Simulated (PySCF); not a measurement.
Name the molecule from its bond curve

A diatomic of charge +1 contains B. Its doublet curve at MN15 in a triple-zeta basis (no relativity, PySCF), in eV from the separated fragments:

| R (Å) | E (eV) |
| --- | --- |
| 1.040 | -1.942 |
| 1.088 | -2.159 |
| 1.137 | -2.280 |
| 1.173 | -2.320 |
| 1.209 | -2.326 |
| 1.245 | -2.302 |
| 1.294 | -2.234 |
| 1.354 | -2.105 |
| 1.427 | -1.909 |
| 1.523 | -1.613 |

The fit gives ωe = 2633 cm⁻¹ and the rotational constant Bₑ = 12.75 cm⁻¹.

Question: Which atom is the partner?

Answer: The minimum lies at 1.197 Å, so the reduced mass is 16.8576 u Å² cm⁻¹/(Bₑ·Re²) = 0.9228 u. With B at 11.01 u the partner weighs about 1.0 u: H. The molecule is BH⁺.

The state is the lowest determinant that a PBE0 search found; another state may lie lower at other levels.
